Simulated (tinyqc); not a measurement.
Inside a calculation. Method: extended Hueckel theory, for LiF-. The parameters take no account of the charge, which enters only through the electron count, and nothing here shows that the anion is bound. Computed by tinyqc, a small Python program that keeps every step (integrals from PySCF). Settings: charge = -1, K = 1.5, multiplicity = 2. Command: `OMP_NUM_THREADS=1 python tinyqc.py 22811 22812 out.jsonl` (the two numbers bound the seeds that draw the settings). One thread of a shared host (Intel(R) Xeon(R) Processor @ 2.60GHz), about 0.01 s of CPU time with the checks.

## Overlaps

Geometry (angstrom):
```
atom         x         y         z
Li    0.000000  0.000000  0.000000
F     0.000000  0.000000  1.533000
```

Parameters chosen for this run:
```
element  shell  Slater exponent   H_ii (eV)
F           2s         2.425000  -40.000000
F           2p         2.425000  -18.100000
Li          2s         0.650000   -5.400000
Li          2p         0.650000   -3.500000
```

Slater orbitals, each expanded in six Gaussians scaled to its exponent.

overlap S, order 1Li 2s, 1Li 2px, 1Li 2py, 1Li 2pz, 2F 2s, 2F 2px, 2F 2py, 2F 2pz:
$$\begin{pmatrix}
1.000000 & 0.000000 & 0.000000 & 0.000000 & 0.279786 & 0.000000 & 0.000000 & -0.068763 \\
0.000000 & 1.000000 & 0.000000 & 0.000000 & 0.000000 & 0.141405 & 0.000000 & 0.000000 \\
0.000000 & 0.000000 & 1.000000 & 0.000000 & 0.000000 & 0.000000 & 0.141405 & 0.000000 \\
0.000000 & 0.000000 & 0.000000 & 1.000000 & 0.417686 & 0.000000 & 0.000000 & -0.070084 \\
0.279786 & 0.000000 & 0.000000 & 0.417686 & 1.000000 & 0.000000 & 0.000000 & 0.000000 \\
0.000000 & 0.141405 & 0.000000 & 0.000000 & 0.000000 & 1.000000 & 0.000000 & 0.000000 \\
0.000000 & 0.000000 & 0.141405 & 0.000000 & 0.000000 & 0.000000 & 1.000000 & 0.000000 \\
-0.068763 & 0.000000 & 0.000000 & -0.070084 & 0.000000 & 0.000000 & 0.000000 & 1.000000
\end{pmatrix}$$

## Wolfsberg-Helmholz matrix

diagonal H_ii (eV): 1Li 2s -5.400000, 1Li 2px -3.500000, 1Li 2py -3.500000, 1Li 2pz -3.500000, 2F 2s -40.000000, 2F 2px -18.100000, 2F 2py -18.100000, 2F 2pz -18.100000

K = 1.500000

H_ij = K' S_ij (H_ii + H_jj)/2 for i != j (the diagonal keeps H_ii), with K' = 1.5.

H (eV), order 1Li 2s, 1Li 2px, 1Li 2py, 1Li 2pz, 2F 2s, 2F 2px, 2F 2py, 2F 2pz:
$$\begin{pmatrix}
-5.400000 & 0.000000 & 0.000000 & 0.000000 & -9.526710 & 0.000000 & 0.000000 & 1.211949 \\
0.000000 & -3.500000 & 0.000000 & 0.000000 & 0.000000 & -2.290761 & 0.000000 & 0.000000 \\
0.000000 & 0.000000 & -3.500000 & 0.000000 & 0.000000 & 0.000000 & -2.290761 & 0.000000 \\
0.000000 & 0.000000 & 0.000000 & -3.500000 & -13.627018 & 0.000000 & 0.000000 & 1.135354 \\
-9.526710 & 0.000000 & 0.000000 & -13.627018 & -40.000000 & 0.000000 & 0.000000 & 0.000000 \\
0.000000 & -2.290761 & 0.000000 & 0.000000 & 0.000000 & -18.100000 & 0.000000 & 0.000000 \\
0.000000 & 0.000000 & -2.290761 & 0.000000 & 0.000000 & 0.000000 & -18.100000 & 0.000000 \\
1.211949 & 0.000000 & 0.000000 & 1.135354 & 0.000000 & 0.000000 & 0.000000 & -18.100000
\end{pmatrix}$$

## Orbitals

valence electrons = 9

Solve H C = S C e through S^(-1/2); fill by pairs from the bottom, a degenerate level sharing its electrons equally; each orbital has its largest coefficient positive (the first on a tie).

orbital energies (eV): [-40.376159, -18.104968, -18.104968, -18.101128, -4.880629, -3.274676, -3.274676, 4.053891]

occupations: [2.000000, 2.000000, 2.000000, 2.000000, 1.000000, 0.000000, 0.000000, 0.000000]

coefficients, order 1Li 2s, 1Li 2px, 1Li 2py, 1Li 2pz, 2F 2s, 2F 2px, 2F 2py, 2F 2pz:
$$\begin{pmatrix}
-0.053591 & 0.000000 & 0.000000 & 0.001675 & 0.887890 & 0.000000 & 0.000000 & 0.566734 \\
0.000000 & -0.016611 & 0.008118 & 0.000000 & 0.000000 & 0.977295 & -0.254866 & 0.000000 \\
0.000000 & -0.008118 & -0.016611 & 0.000000 & 0.000000 & 0.254866 & 0.977295 & 0.000000 \\
-0.092633 & 0.000000 & 0.000000 & 0.008061 & -0.464148 & 0.000000 & 0.000000 & 1.009436 \\
1.049443 & 0.000000 & 0.000000 & -0.002574 & -0.053175 & 0.000000 & 0.000000 & -0.488192 \\
0.000000 & 0.900648 & -0.440151 & 0.000000 & 0.000000 & -0.120483 & 0.031421 & 0.000000 \\
0.000000 & 0.440151 & 0.900648 & 0.000000 & 0.000000 & -0.031421 & -0.120483 & 0.000000 \\
-0.010809 & 0.000000 & 0.000000 & 1.000653 & 0.031006 & 0.000000 & 0.000000 & 0.102812
\end{pmatrix}$$

sum of one-electron energies = -194.255076 eV

Within a degenerate level the vectors are fixed only up to a rotation; this is one choice.

## Mulliken analysis

P = C n C^T; charge = valence electrons (F 7, Li 1) minus the sum of (P S)_ii on the atom; overlap population = 2 sum P_ij S_ij between two atoms.

charges: 1Li 0.100359, 2F -1.100359

Overlap populations:
```
pair      value
2-1   -0.257098
```
